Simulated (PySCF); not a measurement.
BeH, SMILES [BeH+], charge +1. Geometry optimised at r2SCAN-D4/def2-TZVPD. The multiplicity is an assumed one; other spin states were not compared.

Give the equilibrium geometry at r2SCAN-D4/def2-TZVPD (PySCF confirms it by a frequency run) as bond lengths and angles, and its point group. (An estimate is asked for; the answer gives what the named calculation found.)

point group C∞v.
Atoms: Be1 H2. Bonded distances (Å): Be1–H2 1.318.
Charge +1, spin multiplicity 1.
